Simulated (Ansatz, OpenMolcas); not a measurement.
## Strength of the O–Si bond: Si2H5O → SiH3 + SiH2O

Species: Si2H5O `[SiH2]O[SiH3]`, doublet; SiH3 (silyl radical) `[SiH3]`, doublet; SiH2O (oxosilane) `O=[SiH2]`, singlet. 

Shapes, held fixed at every level: PBE0-D4/def2-TZVP. Flexible molecules stand in one conformer, not always the lowest. Programs: Ansatz 0.2.0, OpenMolcas 26.06. The zero-point and thermal change to 298 K, harmonic and unscaled (PBE0-D4/def2-TZVP), is -11.3 kJ/mol.

```tsv
level	kind	ΔH(298 K) (kJ/mol)	less CCSD(T)/CBS estimate
HF/def2-SVP	Hartree–Fock	+303.8	+31.1
PBE-D4/def2-TZVPP	GGA	+252.4	-20.3
B3LYP/6-31G* (Cartesian functions)	global hybrid	+248.3	-24.4
B3LYP-D4/def2-TZVPP	global hybrid	+269.7	-3.0
BHLYP-D4/def2-TZVPP	global hybrid	+300.0	+27.3
PBE0-D4/def2-TZVPP	global hybrid	+278.4	+5.7
CCSD(T)/def2-SVP	coupled cluster or CI	+256.1	-16.6
CCSD(T)/CBS estimate	coupled cluster or CI	+272.7	0.0
```

The highest level, CCSD(T)/CBS estimate, gives ΔH(298 K) = +272.7 kJ/mol; the levels span +248.3 to +303.8. A fragment pairs its electrons up again, so this isn't a typical strength of such a bond. The column of differences is taken from that level and isn't an error. No measured value is set beside it here. T1 is large for SiH2O (0.022), so single-reference values are less sure there. Open shells run unrestricted. The CBS estimate extrapolates MP2 from def2-TZVPP and def2-QZVPP and adds CCSD(T) − MP2 in the triple-zeta set, cores frozen.
